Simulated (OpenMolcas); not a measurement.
A ladder of methods for SiH4 (SMILES [H][Si]([H])([H])[H])

SiH4 has 5 atoms, charge 0, and is taken as a singlet. SMILES: `[H][Si]([H])([H])[H]`. Geometry: relaxed at GFN2-xTB.

```xyz
5

Si    0.0001    0.0000    0.0001
H     0.0113   -0.0194    1.4609
H     1.3735    0.0113   -0.4978
H    -0.6966    1.1967   -0.4657
H    -0.6882   -1.1885   -0.4975
```

Each level gives the energy change with the Si1–H2 bond stretched from 1.461 to 2.191 Å (eV). The values are calculated.

```csv
level,kind,program,value (eV),less FCI/STO-3G,CPU time (all runs)
HF/STO-3G (restricted),Hartree–Fock,OpenMolcas,3.98,+1.09,3.9 s
SVWN5/STO-3G (restricted),LDA,OpenMolcas,3.00,+0.11,8.2 s
r2SCAN/STO-3G (restricted),meta-GGA,OpenMolcas,3.10,+0.21,10 s
PBE0/STO-3G (restricted),global hybrid,OpenMolcas,3.23,+0.34,8.2 s
MP2/STO-3G (restricted),perturbation theory,OpenMolcas,3.41,+0.52,4 s
"CASPT2(2,2)/STO-3G",multireference,OpenMolcas,2.90,+0.01,4.2 s
ACPF/STO-3G (restricted),coupled cluster or CI,OpenMolcas,2.83,-0.06,4.2 s
FCI/STO-3G,exact in the basis,OpenMolcas,2.89,0.00,5 s
```

FCI/STO-3G is exact within its basis and frozen core, so for wave-function methods in that basis the difference is their error; functionals converge differently with the basis, so for them it is only a difference. Spin-restricted single references rise too steeply as a bond breaks, Hartree–Fock most of all. The first shape isn't each level's own minimum. The values span 2.83 to 3.98 eV. All rows use very small basis sets, so even the best lies far from the true value. Times are those of the runs behind each value, whatever else they computed, on shared processors of several kinds: orders of magnitude only.
